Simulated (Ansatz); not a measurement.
## WI₂O₂ (I4/mmm)

Computed with DFT PBEsol, scalar-relativistic, plane waves, PAW in Ansatz.

Settings: cutoff 420 eV, Γ-centred mesh 14×14×14 on the computed 5-atom cell, Gaussian smearing of 0.10 eV; no spin polarisation.

The structure is relaxed at this level of theory with its symmetry kept. Whether it is the stable form of this composition wasn't checked.

It takes space group I4/mmm (No. 139, tetragonal). Conventional cell: a = 3.785 Å, b = 3.785 Å, c = 16.906 Å, α = 90.00°, β = 90.00°, γ = 90.00°. W (site symmetry 4/mmm) has 4 O at 1.89 Å as nearest neighbours. I (site symmetry 4mm) has 1 W at 2.70 Å as nearest neighbours. O (site symmetry mmm) is surrounded by 2 W at 1.89 Å.

| Property | Result |
| --- | --- |
| Volume per atom | 24.22 Å³ |
| Formation energy from the elements' standard states (uncorrected) | -1.278 eV/atom |
| Kohn–Sham band gap | none (metal) |
| Density of states at the Fermi level | 1.21 states/eV per cell |
| Löwdin character within 0.5 eV of the Fermi level | I 5p 77 %, W 5d 19 % |
| Bader charges (e) | W (1 in the cell) 2.46, I (2 in the cell) -0.19, O (2 in the cell) -1.04 |

Spin-orbit coupling is left out, which matters for the bands of heavy elements. The cell holds layers, and where no dispersion correction was added their binding is poorly described.

Closed-shell ions balance this formula, so the missing gap can be the error of a semilocal functional.

Cost: 1 run of about 9.6 core-minutes, on Arm Neoverse V1 (shared hosts).